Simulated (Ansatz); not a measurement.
This script for Ansatz's Python interface starts 5 runs on CF₃S, SMILES FC(F)(F)[S]. What input does the engine get in each?

The script, `methods.py`:
```python
'''CF3S at several levels of theory.'''

from dataclasses import dataclass
from pathlib import Path
import warnings

import ansatz as az
from ase import Atoms
import numpy as np


@dataclass
class RunConfig:
    basis_set: str = 'def2-SVP'


settings = RunConfig()


def main() -> None:
    warnings.simplefilter('ignore', az.DeckWarning)

    atoms = Atoms(['F', 'C', 'F', 'F', 'S'], positions=[
        (0.2689, 0.0983, 1.3579),
        (-0.0169, -0.0595, 0.0267),
        (-1.2906, -0.575, -0.1026),
        (0.9345, -0.9879, -0.4036),
        (0.1539, 1.4504, -0.9198),
    ])
    molecule = az.Crystal.molecule_from_ase(atoms)

    setup = (
        molecule.calculation()
        .basis(gaussian=settings.basis_set)
        .spin('collinear', total=1)
    )

    print('functional    E (Ha)        dipole (D)   HOMO (eV)  LUMO (eV)')
    for name in ['b3lyp', 'pbe', 'hse06', 'blyp', 'hf']:
        summary = setup.functional(name).forces().orbitals().run(runs_dir='runs').report
        lines = Path(summary['orbitals_path']).read_text().splitlines()
        field_of = lambda key: [line.split('=')[1].strip() for line in lines if line.startswith(key)]
        orbitals = [(27.211386 * float(e), s, float(n)) for e, s, n in zip(field_of('Ene='), field_of('Spin='), field_of('Occup='))]
        homo = max(e for e, _, n in orbitals if n > 0.5)
        lumo = min(e for e, _, n in orbitals if n < 0.5)
        dipole = 4.803205 * np.linalg.norm(summary['charge_distribution']['dipole_moment_e_ang'])
        print(f'{name:10s} {summary["free_energy_ev"] / 27.211386246:14.6f} {dipole:9.3f} {homo:11.3f} {lumo:10.3f}')


if __name__ == '__main__':
    main()
```

Run 1:
```yaml
crystal:
  periodic: [false, false, false]
  atoms:
    - { symbol: F, position_ang: [0.2689, 0.0983, 1.3579] }
    - { symbol: C, position_ang: [-0.0169, -0.0595, 0.0267] }
    - { symbol: F, position_ang: [-1.2906, -0.575, -0.1026] }
    - { symbol: F, position_ang: [0.9345, -0.9879, -0.4036] }
    - { symbol: S, position_ang: [0.1539, 1.4504, -0.9198] }
basis:
  gaussian:
    orbitals: def2-SVP
hamiltonian:
  xc: b3lyp
magnetization:
  spin_polarized: true
  initial_magnetization: 1.0
output:
  orbitals: {}
  forces: true
```

Run 2, against run 1:
```diff
-  xc: b3lyp
+  xc: pbe
```

Run 3, against run 1:
```diff
-  xc: b3lyp
+  xc: hse06
```

Run 4, against run 1:
```diff
-  xc: b3lyp
+  xc: blyp
```

Run 5, against run 1:
```diff
-  xc: b3lyp
+  xc: hf
```

```console
$ python methods.py
functional    E (Ha)        dipole (D)   HOMO (eV)  LUMO (eV)
b3lyp         -735.398599     1.212      -7.847     -5.617
pbe           -734.899391     0.909      -6.655     -6.333
hse06         -734.903310     1.188      -7.772     -5.707
blyp          -735.355563     0.971      -6.445     -6.218
hf            -733.272116     1.651     -11.446     -0.721
```

What to keep in mind:
- Total energies depend on the basis set; only differences at equal settings carry meaning.
- The geometry is a force-field or estimated start, not a minimum of this method, and the basis set is short of its limit. A lower total doesn't mark the better method: functionals have no common bound, and MP2 and coupled cluster aren't variational.
- The run takes the species as open-shell (spin multiplicity 2), which needn't be its ground state.
- b3lyp holds the VWN-RPA fit, as in Gaussian; the form of ORCA and Turbomole is b3lyp5.
- Levels such as HOMO and LUMO are orbital energies: with these approximate functionals they aren't the ionisation energy and electron affinity, and their gap isn't the fundamental gap.
- hse06 follows the composition of plane-wave codes, whose totals differ by tens of mHa, up to about 0.1 Ha, from the form usual in Gaussian-basis programs (wpbeh).
- Finished in 53 s on 1 thread of Arm Neoverse V1, on a shared host, peak memory 0.29 GiB.
